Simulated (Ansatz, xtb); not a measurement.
C2H4O2: which of two isomers lies lower

Structure a is `O/C=C\O`, a singlet and structure b is `O/C=C/O`, a singlet. Both are isolated molecules in the gas phase, relaxed with PBE-D3(BJ)/def2-SVP; the shapes shown needn't be the lowest conformers.

a (Å):

```csv
atom,x (Å),y (Å),z (Å)
C,-0.9847,1.5989,-0.3901
C,-0.2410,1.4889,0.7329
O,-2.2596,2.0696,-0.3983
O,-0.8438,1.7991,1.9447
H,-2.4562,2.2935,0.5373
H,-0.6128,1.2934,-1.3789
H,0.7848,1.0864,0.7339
H,-0.2139,2.3071,2.4872
```

b (Å):

```yaml
atoms:
  - { symbol: C, position_ang: [-1.3036, 1.7470, 0.0155] }
  - { symbol: C, position_ang: [-0.4296, 1.7786, 1.0428] }
  - { symbol: O, position_ang: [-2.0148, 0.6093, -0.2811] }
  - { symbol: O, position_ang: [0.4043, 2.8535, 1.2366] }
  - { symbol: H, position_ang: [-2.7895, 0.8709, -0.8068] }
  - { symbol: H, position_ang: [-1.4081, 2.6227, -0.6507] }
  - { symbol: H, position_ang: [-0.3224, 0.9016, 1.7070] }
  - { symbol: H, position_ang: [0.6957, 2.8410, 2.1639] }
```

Energies in hartree; the thermal terms are from PBE-D3(BJ)/def2-SVP harmonic frequencies (ideal gas, rigid rotor, one conformer each, 298.15 K, 1 atm) and include the zero-point energy:

|  | a | b |
| --- | --- | --- |
| E, CCSD(T)/def2-TZVP | −228.687238 | −228.678699 |
| zero-point energy | 0.059935 | 0.058956 |
| H(298 K) − E | 0.065532 | 0.065122 |
| G(298 K) − E | 0.033246 | 0.032487 |

**Question.** Work out ΔE, ΔE₀, ΔH and ΔG for a → b in kJ/mol (1 Eh = 2625.50 kJ/mol) and the equilibrium ratio [b]/[a].

**Answer.** 1. ΔE = −228.678699 − (−228.687238) = +0.008539 Eh = +22.42 kJ/mol.
2. ΔE₀ = ΔE + ΔZPE = +0.008539 + (−0.000979) Eh = +19.85 kJ/mol.
3. ΔH = ΔE + (−0.000410) Eh = +21.34 kJ/mol.
4. ΔG = ΔE + (−0.000759) Eh = +20.43 kJ/mol, so ΔS = (ΔH − ΔG)/T = +3.1 J/(mol K).
5. kT = 0.9442 mEh, so K = [b]/[a] = exp(−ΔG/kT) = exp(−8.24) ≈ 2.6 × 10^−4.

Structure a is favoured at this temperature. An error of 4 kJ/mol in ΔG would change K by a factor of 5. Mirror images and further conformers aren't counted.

As drawn, both hold the same kinds of bond in the same numbers.

Other levels gave ΔE = +22.4 (PBE-D3(BJ)/def2-SVP); +19.6 (HF/def2-TZVP); +24.1 (MP2/def2-TZVP) kJ/mol. The correlated steps freeze 4 core orbitals. Programs: Ansatz 0.2.0.
